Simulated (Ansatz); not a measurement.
The end point of a relaxation of HfN. Space group Fm-3m (No. 225), rock salt type. Calculation: PBEsol (plane waves to 420 eV, PAW, scalar-relativistic; Ansatz, a program for electronic structure).

```xyz
2
Lattice="0.0000 2.2508 2.2508 2.2508 0.0000 2.2508 2.2508 2.2508 0.0000" Properties=species:S:1:pos:R:3 pbc="T T T"
Hf     2.2508     2.2508     2.2508
N      0.0000     0.0000     0.0000
```

For HfN, the volume per atom is 11.40 Å³ and the density comes out as 14.02 g/cm³. The band gap comes out as zero (metallic) and the shortest distances is Hf–N 2.25 Å; Hf–Hf 3.18 Å; N–N 3.18 Å. The k-mesh is 18×18×18.

Band energies at high-symmetry points (eV from the Fermi level; labels of this space group; no spin-orbit coupling), from −5 eV up to 1.6 eV:

```json
[
 {"point": "Γ", "energies": "-2.90 -2.90 -2.90 -0.39 -0.39 -0.39"},
 {"point": "X", "energies": "-3.90 -3.61 -3.61"},
 {"point": "U", "energies": "-4.95 -0.85"},
 {"point": "K", "energies": "-4.95 -0.85"},
 {"point": "L", "energies": "–"},
 {"point": "W", "energies": "1.15 1.15"}
]
```

No spin polarisation in the result. The relaxed primitive cell holds an odd number of electrons. A magnetic state may lie lower.

Measured for HfN: a 4.519 Å (0 K or low temperature; as listed in Guo-Xu Zhang et al., New Journal of Physics (2018)). Computed minus measured — a: PBEsol -0.4 %. The computed values are for a static lattice.

The run could not lose the symmetry of its start.

It was reached from a disturbed copy of a Fd-3m (No. 227) cell (AFLOW prototype AB_cF16_227_a_b (B32, as in NaTl)), against which it lies -3.39 eV/atom.
